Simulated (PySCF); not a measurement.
HN2, SMILES N#[NH+], charge +1. Geometry optimised at B3LYP-D3(BJ)/def2-TZVPD. The isomer is the one that the SMILES or the coordinates give; other isomers of the formula were not compared.

TDDFT-B3LYP/def2-TZVPD in PySCF 2.14.0 puts the lowest singlet excitations at 9.52, 9.92, 9.92, 10.20, 10.20, 13.52 eV and the lowest triplet (TDA) at 7.62 eV.

Q: What are the lowest singlet roots from EOM-CCSD/aug-cc-pVDZ (PySCF)? (Estimate from the structure and the level; the computed values follow.)

A: 10.40, 10.51, 10.51, 10.85, 10.85, 14.39 eV; triplets 7.76, 8.40, 8.40 eV. S1 differs by 0.88 eV (second minus first; roots are paired by order, and the bases may differ).
